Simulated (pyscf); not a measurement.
PySCF, gas phase, ωB97X-D3(BJ)/def2-SVP geometries.

**Question.** For the elementary gas-phase step `[NH2][SiH2][F]` + `[ClH]` → `[NH2][SiH]([F])[Cl]` + `[H][H]` (singlet surface; H–Si, Cl–H broken, Cl–Si, H–H formed), what barrier and reaction energy does ωB97M-D3(BJ)/def2-TZVP give, measured from the separated reactants?

**Answer.** ΔE‡ = 107.2 kJ/mol, ΔE = -87.5 kJ/mol. Zero-point energy shifts the barrier by +4.8 kJ/mol. It is a four-centre exchange, with an imaginary mode of 827i cm⁻¹. On the reactant side the descent ends in a complex (not fully relaxed), 23.4 kJ/mol under the separated species and 126.5 kJ/mol under the saddle at ωB97X-D3(BJ)/def2-TZVP. This is the saddle that the search found; another between the same sides may lie lower.
